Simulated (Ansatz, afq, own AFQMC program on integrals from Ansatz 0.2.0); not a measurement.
**Atomization energy of N2H, doublet**

```tsv
atom	x (Å)	y (Å)	z (Å)
N	0.0000	-0.1292	0.5306
N	0.0000	0.0784	-0.6154
H	0.0000	0.7060	1.1777
```

Connectivity, by distances: NH–N.

Atoms in their ground-state spins without spin–orbit coupling (mostly on UHF) minus the molecule (UHF), without zero-point energy. The geometry is a stationary point, not shown to be a minimum.

Basis aug-cc-pVDZ. Only valence electrons are correlated. Ansatz 0.2.0 and our own AFQMC program on the same integrals; the CISD trial comes from CCSD amplitudes, and released means the phaseless constraint is let go. Free AFQMC starts from the CCSD state and is never constrained. Its projection time is finite, and what remains of the start isn't in its error. Uncertainties: one standard error, sampling alone. The errors of all members are added in quadrature.

No full CI on the walks' own integrals is used here; CCSDT(Q) serves as the reference and is uncertain by about the last step of the cluster series. Each member takes its own surest rung, up to full CI.

The best estimate is CCSD(T) at the basis-set limit (CBS: def2-TZVPP and def2-QZVPP, with their diffuse functions for anions and beside diffuse sets, CCSD(T) itself extrapolated) plus the step from CCSD(T) to CCSDT(Q) in aug-cc-pVDZ. Rows without CBS are in aug-cc-pVDZ, the functionals in def2-TZVP; B2PLYP and the wave-function rows carry a basis error of their own. Core correlation and relativity beyond core potentials are missing, and ± holds the sampling alone.

Cautions: N₂H (doublet): unrestricted determinant slightly spin contaminated (⟨S²⟩ 0.85 against 0.75), its ph-AFQMC/CISD value lies 16 ± 5 meV above CCSDT(Q).

```json
{"level": "r2SCAN", "atomization energy (kcal/mol)": "224.0"}
{"level": "MP2", "atomization energy (kcal/mol)": "196.0"}
{"level": "CCSD", "atomization energy (kcal/mol)": "189.4"}
```

**Question.** From these cheaper values, estimate the atomization energy at the level of the best estimate.

**Answer.** 223.6 kcal/mol (best estimate, highest rung CCSDT(Q)).

| level | atomization energy (kcal/mol) | error against the best estimate (kcal/mol) |
| --- | --- | --- |
| HF | 101.1 | -122.6 |
| CCSD(T) | 195.9 | -27.8 |
| CCSDT | 196.1 | -27.6 |
| CCSDT(Q) | 196.9 | -26.8 |
| ph-AFQMC/CISD | 196.5 ± 0.1 | -27.1 ± 0.1 |
| released AFQMC | 196.7 ± 0.08 | -27.0 ± 0.08 |
| free AFQMC | 196.9 ± 0.2 | -26.8 ± 0.2 |
| HF/CBS | 106.1 | -117.5 |
| MP2/CBS | 221.5 | -2.1 |
| CCSD(T)/CBS | 222.6 | -1.0 |
| PBE | 247.0 | 23.4 |
| PBE0 | 228.0 | 4.4 |
| B3LYP | 232.4 | 8.7 |
| wB97M-V | 228.9 | 5.2 |
| B2PLYP | 226.3 | 2.7 |

Correlation beyond CCSD(T) adds 1.0 kcal/mol. Going to the basis-set limit adds 26.8 kcal/mol at CCSD(T). The perturbative (T) step is worth +6.4 kcal/mol. The functionals spread over 23.0 kcal/mol; r2SCAN comes nearest and PBE is 23.4 kcal/mol too high.

Best estimates are given only where the step beyond CCSD(T) is under 0.3 eV and no member's determinant is very poor (T1 over 0.05, or 0.07 for open shells, ⟨S²⟩ too high by 0.3, two states mixed), so the hardest cases are missing from such tables.

The functionals ran in a triple-zeta set and keep a basis error of their own, a few kJ/mol for each bond in atomization energies and more for double hybrids, so close places among them and the extrapolated levels can swap.

CCSDT and higher add their correlation energy to the determinant of the CCSD(T) run, since their own runs factorise the integrals more tightly (a shift of under 2 meV). Free projections are given only where their last times agree within the noise and don't stop above the reference; a slow remainder of the start can still hide under it. Each member of a difference takes its own highest rung, so a best estimate needn't equal the limit plus the step of one row. A walk keeps the symmetry of its determinant, which the program's search chose and which needn't be the lowest solution, so a lower state of the same spin and another symmetry isn't excluded. Released energies are given only where the last usable release times agree within the noise; a slower fall can still hide under it.
